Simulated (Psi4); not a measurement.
# BNH3 (SMILES B[NH]): levels of theory compared

Wanted: a comparison of 6 runs (UHF/3-21G, UHF/6-311+G**, UB3LYP/6-31G*, UCAM-B3LYP/def2-SVP) of BNH3. 

The results are computed with Psi4 1.11.

5 further runs of the same task are left out: 1 that didn't finish, 4 set aside as unsound or not needed.

### 1 The structure to begin with

BNH3: 5 atoms, total charge 0, spin state doublet. As SMILES, `B[NH]`. The shape is that of a PBE0-D4/def2-TZVP optimisation.

Bond lengths: B1–N2 1.329 Å, B1–H3 1.210 Å, B1–H4 1.204 Å, N2–H5 0.999 Å. Angles: B1–N2–H5 163.9°, N2–B1–H3 118.8°, N2–B1–H4 121.2°, H3–B1–H4 119.9°.

### 2 The energy at UHF/3-21G (run 1)

File calc.inp:

```
memory 1.6 GB

molecule molecule1 {
  0 2
  B     -0.58732688    -0.69938764    -0.17309891
  N      1.00382252     1.23814856    -0.03741658
  H     -0.78385840    -2.09268271     1.62988878
  H     -1.82188496    -1.08300204    -2.04449469
  H      2.28354505     2.49765102     0.54669777
  units au
  symmetry c1
}

set reference uhf
set puream true
set e_convergence 1e-09
set d_convergence 1e-08
set scf_type pk
set maxiter 200

result, w = energy("scf/3-21G", return_wfn=True)
```

The run is started by

```bash
$ psi4 -n 1 calc.inp calc.out
```

calc.out:

```text
[...]
  Running in c1 symmetry.
[...]
  Nuclear repulsion =   27.148135794361355
[...]
  Multiplicity = 2
[...]
  Nalpha       = 8
  Nbeta        = 7
[...]
    Number of basis functions: 24
[...]
   @UHF iter   1:   -80.31718499251606   -8.44759e-01   1.16209e-02 DIIS/ADIIS
[...]
   @UHF iter  15:   -80.39352548234686   -1.98952e-13   5.09417e-09 DIIS
[...]
   @S^2 Observed:                7.780454167E-01
[...]
    Orbital Energies [Eh]
    ---------------------
    Alpha Occupied:
       1A    -15.523146     2A     -7.552564     3A     -1.185331
       4A     -0.773638     5A     -0.602332     6A     -0.578659
       7A     -0.483399     8A     -0.419758
    Alpha Virtual:
       9A      0.176291    10A      0.262823    11A      0.336795
      12A      0.380419    13A      0.442266    14A      0.612580
      15A      0.695958    16A      0.737863    17A      0.883549
      18A      1.357675    19A      1.404001    20A      1.406411
      21A      1.424860    22A      1.481856    23A      1.894684
      24A      2.577474
[...]
  @UHF Final Energy:   -80.39352548234686
   => Energetics <=
    Nuclear Repulsion Energy =             27.1481357943613553
    One-Electron Energy =                -161.6431065089627452
    Two-Electron Energy =                  54.1014452322545125
    Total Energy =                        -80.3935254823468597
  UHF NO Occupations:
  HONO-2 :    6  A 1.9969698
  HONO-1 :    7  A 1.9923924
[...]
 Multipole Moments:
 ------------------------------------------------------------------------------------
     Multipole            Electronic (a.u.)      Nuclear  (a.u.)        Total (a.u.)
 ------------------------------------------------------------------------------------
 L = 1.  Multiply by 2.5417464519 to convert [e a0] to [Debye]
 Dipole X            :          0.6464956           -0.1195010            0.5269946
 Dipole Y            :          0.8546911           -0.2989976            0.5556936
 Dipole Z            :         -0.0508767            0.2333867            0.1825100
 Magnitude           :                                                    0.7872919
[...]
```

Wall time 1.2 s (1 thread of Intel Xeon 6975P-C (Granite Rapids), shared host); peak memory 0.18 GiB.

### 3 A single-point energy at UHF/6-311+G(d,p) (DKH3, density fitting with cc-pvqz-jkfit) (run 2)

File calc.in:

```
memory 1600 mb

molecule molecule1 {
  0 2
  B
  N 1 1.328668
  H 1 1.210262 2 118.81381
  H 1 1.203621 3 119.94922 2 179.99546
  H 2 0.999182 1 163.93826 4 179.85312
  symmetry c1
  no_reorient
  no_com
}

set {
  basis                     6-311+G**
  reference                 uhf
  df_basis_scf              cc-pvqz-jkfit
  orbital_optimizer_package ooo
  level_shift               0.1
  maxiter                   60
  relativistic              dkh
  dkh_order                 3
}

energy("hf")
print_variables()
```

The run is started by

```bash
$ psi4 calc.in calc.out -n 1
```

calc.out:

```text
[...]
  Running in c1 symmetry.
[...]
  Nuclear repulsion =   27.148139970982687
[...]
  Multiplicity = 2
[...]
  Nalpha       = 8
  Nbeta        = 7
[...]
    Number of basis functions: 62
[...]
   @DF-UHF iter   1:   -80.75615802907585   -8.54232e-01   7.16194e-03 ADIIS/DIIS
[...]
   @DF-UHF iter  12:   -80.89862806065116   -2.61987e-08   3.26535e-07 DIIS
[...]
   @S^2 Observed:                7.744447636E-01
[...]
    Orbital Energies [Eh]
    ---------------------
    Alpha Occupied:
       1A    -15.606911     2A     -7.595343     3A     -1.194058
       4A     -0.777568     5A     -0.607449     6A     -0.586367
       7A     -0.484643     8A     -0.429228
    Alpha Virtual:
       9A      0.054899    10A      0.071359    11A      0.079359
      12A      0.081571    13A      0.157204    14A      0.168809
      15A      0.206625    16A      0.234240    17A      0.256003
      18A      0.260924    19A      0.294903    20A      0.332856
      21A      0.379221    22A      0.502672    23A      0.569288
      24A      0.585970    25A      0.639651    26A      0.724224
[...]
  @DF-UHF Final Energy:   -80.89862806065116
   => Energetics <=
    Nuclear Repulsion Energy =             27.1481399709826867
    One-Electron Energy =                -162.3259070357573535
    Two-Electron Energy =                  54.2791390041234934
    Total Energy =                        -80.8986280606511627
  UHF NO Occupations:
  HONO-2 :    6  A 1.9969071
  HONO-1 :    7  A 1.9941798
[...]
 Multipole Moments:
 ------------------------------------------------------------------------------------
     Multipole            Electronic (a.u.)      Nuclear  (a.u.)        Total (a.u.)
 ------------------------------------------------------------------------------------
 L = 1.  Multiply by 2.5417464519 to convert [e a0] to [Debye]
 Dipole X            :          0.0000610            0.0005645            0.0006255
 Dipole Y            :         -0.1312374            0.2679612            0.1367238
 Dipole Z            :          0.9194964           -0.2938468            0.6256496
 Magnitude           :                                                    0.6404149
[...]
```

Run time: 1.6 s. Hardware: 1 thread of Intel Xeon 6975P-C (Granite Rapids), shared host; peak memory 0.2 GiB.

### 4 A single-point energy at UHF/6-311+G(d,p) (density fitting) (run 3)

File input.in:

```
memory 1600 mb

molecule system {
  0 2
  B
  N 1 R2
  H 1 R3 2 A3
  H 1 R4 3 A4 2 D4
  H 2 R5 1 A5 4 D5

  R2 = 1.328668
  R3 = 1.210262
  A3 = 118.81381
  R4 = 1.203621
  A4 = 119.94922
  D4 = 179.99546
  R5 = 0.999182
  A5 = 163.93826
  D5 = 179.85312
  symmetry c1
  no_reorient
  no_com
}

set {
  basis     6-311+G**
  reference uhf
}

E, wfn = energy('hf', return_wfn=True)
```

The run is started by

```bash
$ psi4 -i input.in -o input.out -n 1
```

input.out:

```text
[...]
  Running in c1 symmetry.
[...]
  Nuclear repulsion =   27.148139970982687
[...]
  Multiplicity = 2
[...]
  Nalpha       = 8
  Nbeta        = 7
[...]
    Number of basis functions: 62
[...]
   @DF-UHF iter   1:   -80.72298077828130   -8.54002e-01   7.13228e-03 DIIS/ADIIS
[...]
   @DF-UHF iter  12:   -80.86470995205030   -2.61258e-08   3.24305e-07 DIIS
[...]
   @S^2 Observed:                7.744327435E-01
[...]
    Orbital Energies [Eh]
    ---------------------
    Alpha Occupied:
       1A    -15.600314     2A     -7.594013     3A     -1.193139
       4A     -0.777647     5A     -0.607531     6A     -0.586391
       7A     -0.484808     8A     -0.429296
    Alpha Virtual:
       9A      0.054924    10A      0.071386    11A      0.079369
      12A      0.081559    13A      0.157210    14A      0.168772
      15A      0.206590    16A      0.234211    17A      0.256030
      18A      0.260981    19A      0.294979    20A      0.332882
      21A      0.379237    22A      0.502639    23A      0.569274
      24A      0.585982    25A      0.639708    26A      0.724369
[...]
  @DF-UHF Final Energy:   -80.86470995205030
   => Energetics <=
    Nuclear Repulsion Energy =             27.1481399709826867
    One-Electron Energy =                -162.2750143686976685
    Two-Electron Energy =                  54.2621644456646663
    Total Energy =                        -80.8647099520503048
  UHF NO Occupations:
  HONO-2 :    6  A 1.9969042
  HONO-1 :    7  A 1.9941908
[...]
 Multipole Moments:
 ------------------------------------------------------------------------------------
     Multipole            Electronic (a.u.)      Nuclear  (a.u.)        Total (a.u.)
 ------------------------------------------------------------------------------------
 L = 1.  Multiply by 2.5417464519 to convert [e a0] to [Debye]
 Dipole X            :          0.0000614            0.0005645            0.0006258
 Dipole Y            :         -0.1312331            0.2679612            0.1367281
 Dipole Z            :          0.9195917           -0.2938468            0.6257449
 Magnitude           :                                                    0.6405090
[...]
```

Wall time 1.4 s (1 thread of Intel Xeon 6975P-C (Granite Rapids), shared host); peak memory 0.19 GiB.

Runs 4 to 5 aren't shown in full; the table further down has their settings and results.

### 5 Energy and forces at UCAM-B3LYP/def2-SVP (run 6)

File run.py:

```python
import psi4

psi4.set_memory('1600 MB')
psi4.set_num_threads(1)
psi4.core.set_output_file('run.log', False)

molecule = psi4.geometry("""
0 2
B     -0.58732688    -0.69938764    -0.17309891
N      1.00382252     1.23814856    -0.03741658
H     -0.78385840    -2.09268271     1.62988878
H     -1.82188496    -1.08300204    -2.04449469
H      2.28354505     2.49765102     0.54669777
units au
symmetry c1
""")

psi4.set_options({
    'basis': 'def2-SVP',
    'reference': 'uks',
    'puream': True,
    'e_convergence': 1e-09,
    'd_convergence': 1e-08,
    'scf_type': 'pk',
    'dft_radial_points': 99,
    'dft_spherical_points': 590,
    'maxiter': 200,
})

energy_value, wavefunction = psi4.gradient("cam-b3lyp", return_wfn=True)
psi4.oeprop(wavefunction, "QUADRUPOLE", "LOWDIN_CHARGES", "DIPOLE")
print('gradient / Eh bohr^-1')
print(energy_value.np.round(6))
print(f'energy = {wavefunction.energy():.10f} Eh')
for k, v in sorted(psi4.core.scalar_variables().items()):
    print(f'{k:45s} {v:18.10f}')
```

The run is started by

```bash
$ python run.py
```

run.log:

```text
[...]
  Running in c1 symmetry.
[...]
  Nuclear repulsion =   27.148135794361355
[...]
  Multiplicity = 2
[...]
  Nalpha       = 8
  Nbeta        = 7
[...]
    Number of basis functions: 43
[...]
   @UKS iter   1:   -81.09622141920295   -5.63794e-01   1.23201e-02 DIIS/ADIIS
[...]
   @UKS iter  13:   -81.24201664913944   -1.73372e-12   4.42294e-09 DIIS
[...]
   @S^2 Observed:                7.585531542E-01
[...]
  @UKS Final Energy:   -81.24201664913944
   => Energetics <=
    Nuclear Repulsion Energy =             27.1481357943613553
    One-Electron Energy =                -162.3900051098202653
    Two-Electron Energy =                  62.6345768795585514
    DFT Exchange-Correlation Energy =      -8.6347242132390907
    Empirical Dispersion Energy =           0.0000000000000000
    VV10 Nonlocal Energy =                  0.0000000000000000
    Total Energy =                        -81.2420166491394440
[...]
  -Total Gradient:
     Atom            X                  Y                   Z
    ------   -----------------  -----------------  -----------------
       1       -0.000197739006    -0.000487851697     0.000371681634
       2        0.001660666224     0.001804872482     0.000477655520
       3        0.000533817102     0.002754940038    -0.003271243421
       4        0.002566636497     0.000911155394     0.003715949678
       5       -0.004563177548    -0.004982836526    -0.001294061796
[...]
 Multipole Moments:
 ------------------------------------------------------------------------------------
     Multipole            Electronic (a.u.)      Nuclear  (a.u.)        Total (a.u.)
 ------------------------------------------------------------------------------------
 L = 1.  Multiply by 2.5417464519 to convert [e a0] to [Debye]
 Dipole X            :          0.5529272           -0.1195010            0.4334261
 Dipole Y            :          0.7455372           -0.2989976            0.4465397
 Dipole Z            :         -0.0668832            0.2333867            0.1665035
 Magnitude           :                                                    0.6441889
 L = 2.  Multiply by 1.3450342976 to convert [e a0^2] to [Debye ang]
 Quadrupole XX       :        -26.1419784           16.9811268           -9.1608515
 Quadrupole XY       :        -17.8152619           18.9449834            1.1297214
[...]
```

Standard output:

```text
gradient / Eh bohr^-1
[[-0.000198 -0.000488  0.000372]
 [ 0.001661  0.001805  0.000478]
 [ 0.000534  0.002755 -0.003271]
 [ 0.002567  0.000911  0.003716]
 [-0.004563 -0.004983 -0.001294]]
energy = -81.2420166491 Eh
CURRENT ENERGY                                    -81.2420166491
CURRENT REFERENCE ENERGY                          -81.2420166491
DD SOLVATION ENERGY                                 0.0000000000
DFT FUNCTIONAL TOTAL ENERGY                       -81.2420166491
DFT TOTAL ENERGY                                  -81.2420166491
DFT VV10 ENERGY                                     0.0000000000
DFT XC ENERGY                                      -8.6347242132
GRID ELECTRONS ALPHA                                8.0000000052
GRID ELECTRONS BETA                                 7.0000000050
GRID ELECTRONS TOTAL                               15.0000000103
NUCLEAR REPULSION ENERGY                           27.1481357944
ONE-ELECTRON ENERGY                              -162.3900051098
PCM POLARIZATION ENERGY                             0.0000000000
PE ENERGY                                           0.0000000000
SCF ITERATION ENERGY                              -81.2420166491
SCF ITERATIONS                                     13.0000000000
SCF TOTAL ENERGY                                  -81.2420166491
TWO-ELECTRON ENERGY                                62.6345768796
XC GRID RADIAL POINTS                              99.0000000000
XC GRID SPHERICAL POINTS                          590.0000000000
XC GRID TOTAL POINTS                           280401.0000000000
```

Run time: 10 s. Hardware: 1 thread of Intel Xeon 6975P-C (Granite Rapids), shared host; peak memory 0.56 GiB.

### 6 The series

| run | level | integrals | integral approximation | energy (Eh) | dipole moment (D) | HOMO energy (eV) | LUMO energy (eV) | wall time |
| --- | --- | --- | --- | --- | --- | --- | --- | --- |
| 1 | UHF/3-21G | pk | none | -80.393525 | 2.00 | -11.42 | 2.97 | 1.2 s |
| 2 | UHF/6-311+G** (DKH3, density fitting with cc-pvqz-jkfit) | df | cc-pvqz-jkfit | -80.898628 | 1.63 | -11.67 | 1.49 | 1.6 s |
| 3 | UHF/6-311+G** (density fitting) | df | program's default | -80.864710 | 1.63 | -11.67 | 1.49 | 1.4 s |
| 4 | UB3LYP/6-31G* (spherical functions) | pk | none | -81.352038 | 1.57 | -7.30 | -3.13 | 7.2 s |
| 5 | UB3LYP/6-31G* (Cartesian functions) | pk | none | -81.353633 | 1.56 | -7.30 | -3.13 | 7.2 s |
| 6 | UCAM-B3LYP/def2-SVP | pk | none | -81.242017 | 1.64 | -9.12 | -1.74 | 10 s |

### 7 Summary of results

```
                                 quantity         value
                      run 6: total energy  -81.24202 Eh
                     run 6: dipole moment        1.64 D
run 6: HOMO energy (highest over α and β)      -9.12 eV
 run 6: LUMO energy (lowest over α and β)      -1.74 eV
                              run 6: ⟨S²⟩         0.759
          run 6: largest force on an atom    0.354 eV/Å
```

What this shows: The dipole moment (its size) runs from 1.56 D (UB3LYP/6-31G*) to 2.00 D (UHF/3-21G). The two ends differ in method and basis. Totals of different functionals can't be ranked against each other. All runs together took 29 s, the longest 10 s.
